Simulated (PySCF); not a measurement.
Species: difluoroacetate, C₂HF₂O₂ (charge -1).
Bonds: O1–C2 (double), C2–O3, C2–C4, C4–F5, C4–F6. Hydrogens: H7 on C4.

Torsions of this conformer, `[O:1]=[C:2]([O-:3])[CH:4]([F:5])[F:6]`: O1–C2–C4–F5 120°.

The closed-shell ground state was solved at several levels (PySCF, density fitting, gas phase, non-relativistic). Isolated species at its GFN2-xTB geometry (one conformer only). No diffuse functions stand in pcJ-1 and pcSseg-1, which bears on an anion's orbital energies.

```json
{"level": "PBE0/pcSseg-1", "basis functions": "107", "total energy (Eh)": "-426.5395", "HOMO (eV)": "-1.47", "LUMO (eV)": "6.39", "gap (eV)": "7.86"}
{"level": "B3LYP/pcJ-1", "basis functions": "172", "total energy (Eh)": "-427.0117", "HOMO (eV)": "-1.21", "LUMO (eV)": "6.15", "gap (eV)": "7.36"}
```

(1) What might CAM-B3LYP/def2-SVPD (140 basis functions) give for the same quantities?

(2) Over all these levels, which gives the widest orbital gap and which the narrowest?

## Answers

(1) Total energy -426.6016 Eh, HOMO -3.57 eV, LUMO 5.26 eV, gap 8.83 eV.

(2) CAM-B3LYP/def2-SVPD (range-separated hybrid) has the widest, 8.83 eV, and B3LYP/pcJ-1 (global hybrid, 20 % exact exchange) the narrowest, 7.36 eV. Functional and basis both differ between the two, so the spread mixes both effects.
